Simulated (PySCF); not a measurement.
Compound: PH₃.
InChI=1S/H3P/h1H3

Level of theory: B3LYP/pcSseg-1 in PySCF (dipole) on a GFN2-xTB geometry, gas phase.

Masses are those of the commonest isotopes; rigid-rotor values at the optimised geometry. 

Give the principal moments of inertia and the rotational constants in GHz.

Ia = 3.64, Ib = 3.64, Ic = 4.03 u·Å²; 505379 MHz·u·Å²/I gives 138825, 138807 and 125386 MHz, that is A = 138.82, B = 138.81, C = 125.39 GHz.

What kind of rotor is it?

An oblate symmetric top, as the point group C3v requires two equal moments; the computed ones differ by 0.01 % because the geometry is symmetric only within the optimiser's tolerance; Ray's κ = 0.997.

Is it planar, by Δ = Ic − Ia − Ib?

Not planar: Δ = Ic − Ia − Ib = -3.25 u·Å². For a rigid frame Δ = −2 Σ m c², so Σ m c² = 1.63 u·Å² lies off the ab plane: 1.48 from hydrogen and 0.14 from heavier atoms. The atom farthest from that plane is 0.70 Å away.

Where do the R-branch lines fall?

The dipole of 0.92 D lies along the symmetry axis, so ΔK = 0 and J+1 ← J falls at 2B(J+1) for every K: 277.63 GHz, 555.26 GHz, 832.89 GHz, 1110.53 GHz, 1388.16 GHz for J = 0 to 4.

Estimate the classical rotational partition function at 50 K and 500 K.

Point group C3v, symmetry number σ = 3; q = (√π/σ)·√((kT/h)³/(ABC)), k/h = 20836.6 MHz/K: 12.8 at 50 K, 404 at 500 K.

No frequency check. No vibrational averaging or centrifugal distortion is included, and the geometry carries the error of its method.

The run took under 1 s of CPU time (one thread, shared machine). This is the B3LYP/pcSseg-1 job that gave the dipole, with the shieldings it also computed.
